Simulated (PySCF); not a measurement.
Gas-phase reaction: 2 CHF₂ + C₃H₄ (allene) → C₂F₄ + C₃H₆ (cyclic)

Energies from PySCF, thermal terms from the rigid-rotor harmonic-oscillator model, ideal gas at 1 bar. † marks an energy on the PBE0/def2-TZVP geometry and frequencies; other levels use their own. MP2 and CCSD(T) freeze the core. 6-31G* has spherical d functions here. Open shells (unrestricted): CHF₂ (multiplicity 2); the rest are closed-shell singlets. CHF₂: computed as isolated molecules; such fragments, hydroxides, amides, oligomers or adducts are transient or little studied in the gas. MP2 isn't extrapolated to the basis-set limit; its ΔH°(298 K) is -346.7 kJ in def2-SVP and -336.9 kJ in def2-TZVPP. CCSD(T) isn't extrapolated to the basis-set limit; its ΔH°(298 K) is -324.3 kJ in def2-SVP and -315.0 kJ in def2-TZVPP. The harmonic model lacks anharmonicity and excited electronic states, which grow with temperature; levels with a mode under 35 cm⁻¹ are left out.

```json
[
 {"level": "CCSD(T)/def2-TZVPP†", "ΔE electronic, kJ": "-335", "ΔH°(298 K), kJ": "-315", "ΔS°(298 K), J/K": "-219", "ΔG°(600 K), kJ": "-183"},
 {"level": "HF/6-31G*", "ΔE electronic, kJ": "-231", "ΔH°(298 K), kJ": "-212", "ΔS°(298 K), J/K": "-221", "ΔG°(600 K), kJ": "-79"},
 {"level": "MP2/def2-TZVPP†", "ΔE electronic, kJ": "-356", "ΔH°(298 K), kJ": "-337", "ΔS°(298 K), J/K": "-219", "ΔG°(600 K), kJ": "-205"},
 {"level": "r2SCAN/def2-TZVP†", "ΔE electronic, kJ": "-314", "ΔH°(298 K), kJ": "-294", "ΔS°(298 K), J/K": "-219", "ΔG°(600 K), kJ": "-162"},
 {"level": "ωB97X-V/def2-TZVP†", "ΔE electronic, kJ": "-352", "ΔH°(298 K), kJ": "-332", "ΔS°(298 K), J/K": "-219", "ΔG°(600 K), kJ": "-201"}
]
```
ΔH° is lowest at MP2/def2-TZVPP† and highest at HF/6-31G*. No reference value is set beside these.
